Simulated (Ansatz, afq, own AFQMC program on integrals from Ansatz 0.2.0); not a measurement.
AlN, triplet in 6-31G, levels against full CI

```xyz
2

Al    0.0000    0.0000    0.0000
N     0.0000    0.0000    3.3310
```

Basis 6-31G. Only valence electrons are correlated. Ansatz 0.2.0 and our own AFQMC program on the same integrals; the CISD trial comes from CCSD amplitudes, and released means the phaseless constraint is let go. Uncertainties: one standard error, sampling alone.

Determinant: UHF, the one that the program's search chose, which needn't be the lowest solution. The geometry is a point of a scan.

Full CI on the same integrals is exact in this basis and with this determinant's frozen core.

Cautions: lower spins were not checked; an unrestricted solution with more broken spin lies lower (43 meV, ⟨S²⟩ 3.00); strong correlation (T1 0.044, weight of the determinant 0.86, largest double 0.16); unrestricted determinant spin contaminated (⟨S²⟩ 2.93 against 2.00); the released energies have errors that jump between times, so the bars are unsure, so no released level is given (meV from the phaseless value at times in 1/Eh: -4.6 ± 1.6 at 0.24, 10 ± 20 at 0.51, -11.6 ± 2.3 at 0.99, -12 ± 3 at 1.62, -15 ± 3 at 2.40), though the last usable value meets full CI within the noise.

```
T1 diagnostic                               : 0.0441
weight of the determinant in the CISD state : 0.857
⟨S²⟩ of the determinant                     : 2.926
size of the correlated space                : 8 electrons in 16 orbitals
```

| level | correlation energy (eV) |
| --- | --- |
| MP2 | -1.2640 |
| CCSD | -1.9079 |
| CCSD(T) | -1.9420 |

Task: Estimate where phaseless AFQMC with a CISD trial lies against CCSD(T) on the same integrals.

Result: 0.99 ± 0.08 mEh below CCSD(T).

Reference: full CI, correlation energy -1.984 eV. The cautions show a poor starting determinant, so the rows tell how each method copes with it here, and full CI is the sure value.

```tsv
level	E − E(reference) (mEh)	share of correlation (%)
CCSD(T)	1.53	97.90
CCSDT	0.15	99.79
CCSDT(Q)	0.02	99.98
CCSDTQ	0.01	99.99
ph-AFQMC/CISD	0.54 ± 0.08	99.26
```

CCSDT and higher add their correlation energy to the determinant of the CCSD(T) run, since their own runs factorise the integrals more tightly (a shift of under 2 meV). A walk keeps the symmetry of its determinant, which the program's search chose and which needn't be the lowest solution, so a lower state of the same spin and another symmetry isn't excluded.
